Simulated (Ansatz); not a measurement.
**Worked example: C3H7FO → C2H4FO + CH3**

Species: C3H7FO (2-fluoroethyl methyl ether) `COCCF`, singlet; C2H4FO `[O]CCF`, doublet; CH3 (methyl radical) `[CH3]`, doublet. 

Shapes, held fixed at every level: PBE0-D4/def2-TZVP. Flexible molecules stand in one conformer, not always the lowest. Programs: Ansatz 0.2.0. The zero-point and thermal change to 298 K, harmonic and unscaled (PBE0-D4/def2-TZVP), is -28.6 kJ/mol.

At CCSD(T)/CBS estimate; 1 Eh = 2625.50 kJ/mol:

```
species  energy (Eh)
 C3H7FO  -293.306276
 C2H4FO  -253.378210
    CH3   -39.782177
```

Q: Work out ΔH(298 K) of the reaction at this level.

A: 
1. Products less reactants: (-253.378210) + (-39.782177) − [(-293.306276)] = 0.145889 Eh = +383.0 kJ/mol.
2. With the thermal change: +383.0 + (-28.6) = +354.4 kJ/mol.

Other levels give +308.9 (BHLYP-D4/def2-TZVPP) to +371.7 kJ/mol (MP2/def2-SVP). No measured value is set beside it here. Open shells run unrestricted unless RO is named. The CBS estimate extrapolates MP2 from def2-TZVPP and def2-QZVPP and adds CCSD(T) − MP2 in the triple-zeta set, cores frozen.
